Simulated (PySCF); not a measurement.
C5H9N.
Z-matrix (Å and degrees, PBE0-D3(BJ)/def2-SVP geometry), rows numbered from 1:
```
C 
C   1  1.5206
C   2  1.5122  1  114.91
N   3  1.2688  2  116.80  1   138.29
C   4  1.4584  3  108.32  2     0.02
C   2  1.5357  1  115.86  3   116.13
H   1  1.1013  2  111.43  3    59.74
H   1  1.1018  2  110.88  3   -60.39
H   1  1.1006  2  111.17  3   179.68
H   2  1.1087  1  108.40  3  -119.60
H   3  1.1002  2  122.41  1   -43.56
H   5  1.1014  4  110.10  3  -137.51
H   5  1.1053  4  107.94  3   107.05
H   6  1.0994  2  113.46  1    92.77
H   6  1.1030  2  109.13  1   -26.97
```

Method used: core-valence-separated Tamm–Dancoff BHandHLYP/aug-pcX-1 (pcseg-1 on H) in PySCF, non-relativistic, gas phase, PBE0-D3(BJ)/def2-SVP geometry. BHandHLYP without relativity tends to put these K edges a few eV too low, so spacings mean more than positions.

Task: Give energies, oscillator strengths and core holes at the N K edge.

Result: 
```
E (eV)       f  core hole on  main final orbital
396.14  0.0611            N4       LUMO+4 (48 %)
400.81  0.0012            N4       LUMO+1 (53 %)
401.39  0.0022            N4       LUMO+2 (59 %)
401.42  0.0006            N4       LUMO+3 (42 %)
401.54  0.0013            N4         LUMO (32 %)
401.69  0.0098            N4       LUMO+6 (48 %)
402.18  0.0008            N4       LUMO+5 (64 %)
```

The first line with a tenth or more of the strongest one's intensity is at 396.14 eV (f = 0.061), with the hole on N4 (imine nitrogen). It is also the strongest listed.

Task: Give energies, oscillator strengths and core holes at the C K edge.

Result: 
```tsv
E (eV)	f	core hole on	main final orbital	polarisation
282.91	0.0669	C3	LUMO+4 (48 %)	normal to the local trigonal plane
285.41	0.0075	C1	LUMO (83 %)	–
285.54	0.0149	C6	LUMO (36 %)	–
285.60	0.0061	C2	LUMO (43 %)	–
285.96	0.0058	C2	LUMO+2 (35 %)	–
285.98	0.0338	C6	spread	–
286.00	0.0039	C5	LUMO+4 (39 %)	–
286.02	0.0267	C1	LUMO+2 (49 %)	–
286.08	0.0070	C6	LUMO+4 (50 %)	–
286.19	0.0299	C1	LUMO+3 (45 %)	–
286.20	0.0156	C5	LUMO+1 (52 %)	–
286.48	0.0132	C1	LUMO+4 (67 %)	–
286.70	0.0033	C6	spread	–
286.71	0.0275	C5	LUMO+7 (31 %)	–
286.75	0.0034	C1	LUMO+1 (49 %)	–
286.82	0.0184	C3	spread	in the local trigonal plane
286.94	0.0029	C6	LUMO+6 (33 %)	–
287.05	0.0029	C2	LUMO (40 %)	–
287.19	0.0034	C2	LUMO+2 (39 %)	–
287.31	0.0109	C5	LUMO (30 %)	–
287.32	0.0061	C6	LUMO+3 (32 %)	–
287.42	0.0049	C1	spread	–
287.45	0.0011	C2	LUMO+3 (75 %)	–
```

The first line with a tenth or more of the strongest one's intensity is at 282.91 eV (f = 0.067), with the hole on C3 (imine carbon), polarised normal to the local trigonal plane: a 1s→π* resonance. It is also the strongest listed.

Roots within 0.03 eV whose holes lie on the same, on equivalent or on shared atoms are summed into one line, and the highest roots are left out, as the search may have cut off their partners. Final orbitals are the ground state's empty Kohn–Sham orbitals. A dash: too weak, shared between unlike atoms, or no plane or axis to refer to.

Task: What is the summed oscillator strength of the listed N K lines, and their intensity-weighted mean energy?

Result: Σf = 0.077 over 7 lines from 396.14 to 402.18 eV; the weighted mean is 397.26 eV. The strongest line holds 79 % of the sum.

The list ends where the root search ended, not at a threshold.

The run took about 60 s of CPU time (one thread, shared machine).

One conformer stands for the species.
